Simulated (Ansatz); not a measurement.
**Molecular dynamics of AlH4N**

Input file:

```yaml
crystal:
  periodic: [false, false, false]
  atoms:
    - { symbol: Al, position_ang: [0.0, 0.0, 0.039606] }
    - { symbol: "N", position_ang: [0.0, 0.0, 1.82409] }
    - { symbol: H, position_ang: [-0.832453, -0.075812, 2.39237] }
    - { symbol: H, position_ang: [0.832453, 0.075812, 2.39237] }
    - { symbol: H, position_ang: [1.411279, 0.123255, -0.694218] }
    - { symbol: H, position_ang: [-1.411279, -0.123255, -0.694218] }
basis:
  gaussian: { orbitals: "6-31G" }
hamiltonian:
  xc: cam_b3lyp
  dispersion: d4
md:
  timestep: 0.25
  n_steps: 250
  ensemble: nve
  temperature: 500.0
  initial_velocities: maxwell_boltzmann
  seed: 538028
  masses: [{ species: H, mass: 2.014 }]
```

Command:

```bash
$ ansatz run input.yaml --threads 1 --pin off --max-ram 2048MiB --backend cpu --events-out ev --progress --plain --runs-dir out
```

It starts from a relaxed structure.

Output, in part (one step line in 9, the closing report, with atoms numbered from 0):

```
md step     0: t =     0.00 fs  T =   500.0 K  F+E_penalty+E_count = -8150.63028388 eV  E_kin = 0.258520 eV  conserved = -8150.37176388 eV  (22 SCF iters)
md step     9: t =     2.25 fs  T =   375.5 K  F+E_penalty+E_count = -8150.56573258 eV  E_kin = 0.194128 eV  conserved = -8150.37160430 eV  (19 SCF iters)
md step    18: t =     4.50 fs  T =   282.5 K  F+E_penalty+E_count = -8150.51771005 eV  E_kin = 0.146089 eV  conserved = -8150.37162120 eV  (19 SCF iters)
md step    27: t =     6.75 fs  T =   236.1 K  F+E_penalty+E_count = -8150.49375322 eV  E_kin = 0.122097 eV  conserved = -8150.37165600 eV  (19 SCF iters)
md step    36: t =     9.00 fs  T =   169.4 K  F+E_penalty+E_count = -8150.45912246 eV  E_kin = 0.087564 eV  conserved = -8150.37155841 eV  (16 SCF iters)
md step    45: t =    11.25 fs  T =   232.3 K  F+E_penalty+E_count = -8150.49179759 eV  E_kin = 0.120119 eV  conserved = -8150.37167830 eV  (19 SCF iters)
md step    54: t =    13.50 fs  T =   205.7 K  F+E_penalty+E_count = -8150.47802742 eV  E_kin = 0.106338 eV  conserved = -8150.37168904 eV  (18 SCF iters)
md step    63: t =    15.75 fs  T =    96.1 K  F+E_penalty+E_count = -8150.42122724 eV  E_kin = 0.049689 eV  conserved = -8150.37153835 eV  (16 SCF iters)
md step    72: t =    18.00 fs  T =   142.4 K  F+E_penalty+E_count = -8150.44533109 eV  E_kin = 0.073647 eV  conserved = -8150.37168386 eV  (19 SCF iters)
md step    81: t =    20.25 fs  T =   136.7 K  F+E_penalty+E_count = -8150.44224990 eV  E_kin = 0.070670 eV  conserved = -8150.37158025 eV  (16 SCF iters)
md step    90: t =    22.50 fs  T =   226.2 K  F+E_penalty+E_count = -8150.48855624 eV  E_kin = 0.116962 eV  conserved = -8150.37159440 eV  (16 SCF iters)
md step    99: t =    24.75 fs  T =   373.6 K  F+E_penalty+E_count = -8150.56492061 eV  E_kin = 0.193184 eV  conserved = -8150.37173645 eV  (19 SCF iters)
md step   108: t =    27.00 fs  T =   337.5 K  F+E_penalty+E_count = -8150.54609093 eV  E_kin = 0.174495 eV  conserved = -8150.37159546 eV  (20 SCF iters)
md step   117: t =    29.25 fs  T =   333.3 K  F+E_penalty+E_count = -8150.54400082 eV  E_kin = 0.172349 eV  conserved = -8150.37165153 eV  (20 SCF iters)
md step   126: t =    31.50 fs  T =   304.9 K  F+E_penalty+E_count = -8150.52930880 eV  E_kin = 0.157660 eV  conserved = -8150.37164887 eV  (19 SCF iters)
md step   135: t =    33.75 fs  T =   252.9 K  F+E_penalty+E_count = -8150.50231633 eV  E_kin = 0.130751 eV  conserved = -8150.37156540 eV  (16 SCF iters)
md step   144: t =    36.00 fs  T =   309.8 K  F+E_penalty+E_count = -8150.53186999 eV  E_kin = 0.160183 eV  conserved = -8150.37168714 eV  (19 SCF iters)
md step   153: t =    38.25 fs  T =   264.3 K  F+E_penalty+E_count = -8150.50829576 eV  E_kin = 0.136645 eV  conserved = -8150.37165125 eV  (20 SCF iters)
md step   162: t =    40.50 fs  T =   194.4 K  F+E_penalty+E_count = -8150.47210328 eV  E_kin = 0.100534 eV  conserved = -8150.37156912 eV  (17 SCF iters)
md step   171: t =    42.75 fs  T =   221.9 K  F+E_penalty+E_count = -8150.48643548 eV  E_kin = 0.114728 eV  conserved = -8150.37170778 eV  (19 SCF iters)
md step   180: t =    45.00 fs  T =   145.0 K  F+E_penalty+E_count = -8150.44653328 eV  E_kin = 0.074967 eV  conserved = -8150.37156601 eV  (17 SCF iters)
md step   189: t =    47.25 fs  T =   187.9 K  F+E_penalty+E_count = -8150.46874205 eV  E_kin = 0.097129 eV  conserved = -8150.37161330 eV  (22 SCF iters)
md step   198: t =    49.50 fs  T =   267.7 K  F+E_penalty+E_count = -8150.51014296 eV  E_kin = 0.138418 eV  conserved = -8150.37172543 eV  (19 SCF iters)
md step   207: t =    51.75 fs  T =   211.7 K  F+E_penalty+E_count = -8150.48102160 eV  E_kin = 0.109473 eV  conserved = -8150.37154893 eV  (17 SCF iters)
md step   216: t =    54.00 fs  T =   294.4 K  F+E_penalty+E_count = -8150.52388001 eV  E_kin = 0.152202 eV  conserved = -8150.37167841 eV  (19 SCF iters)
md step   225: t =    56.25 fs  T =   328.1 K  F+E_penalty+E_count = -8150.54129456 eV  E_kin = 0.169632 eV  conserved = -8150.37166229 eV  (18 SCF iters)
md step   234: t =    58.50 fs  T =   299.8 K  F+E_penalty+E_count = -8150.52660090 eV  E_kin = 0.155008 eV  conserved = -8150.37159261 eV  (16 SCF iters)
md step   243: t =    60.75 fs  T =   325.1 K  F+E_penalty+E_count = -8150.53976481 eV  E_kin = 0.168072 eV  conserved = -8150.37169312 eV  (20 SCF iters)
md step   250: t =    62.50 fs  T =   268.6 K  F+E_penalty+E_count = -8150.51052524 eV  E_kin = 0.138870 eV  conserved = -8150.37165518 eV  (22 SCF iters)
Total energy: -8150.51063467 eV, -299.5257412096 hartree
Atom 0 at     0.005142    -0.000958     0.043540 Å, force    -0.004542     0.012528    -0.649057 eV/Å
Atom 1 at    -0.027260    -0.008104     1.809674 Å, force    -0.436185    -0.050753     1.268462 eV/Å
Atom 2 at    -0.743866    -0.132087     2.534730 Å, force    -0.084657     0.041424    -1.087559 eV/Å
Atom 3 at     0.813064     0.159116     2.322319 Å, force     0.950174     0.057632     0.175112 eV/Å
Atom 4 at     1.463335     0.074717    -0.714606 Å, force    -0.512201     0.007449     0.350484 eV/Å
Atom 5 at    -1.411835    -0.032556    -0.698581 Å, force     0.087411    -0.068280    -0.057442 eV/Å
Dipole moment:     0.039890     0.002863     0.307430 e Å
```

The run went to its last step. The conserved energy stayed within 0.039 meV per atom of its start (net change 0.018 meV per atom), so the integration is sound. Over the second half the temperature averaged 0.51 of the 500 K drawn at the start: a run that starts near a minimum puts about half its kinetic energy into the potential. A run of 0.062 ps of so small a system gives no equilibrium averages. Limits of this set-up: no polarisation functions.

The same pairs are bonded in the first frame and the last. Pairs count as bonded within 1.25 times the sum of covalent radii (0.12 Å more for H–H).

Last frame:

```xyz
6
Properties=species:S:1:pos:R:3
Al 0.005 -0.001 0.043
N -0.027 -0.008 1.810
H -0.744 -0.132 2.535
H 0.813 0.159 2.322
H 1.463 0.075 -0.715
H -1.412 -0.033 -0.699
```

The run took 4 min on 1 thread of Arm Neoverse V1, on a shared host, peak memory 0.086 GiB.
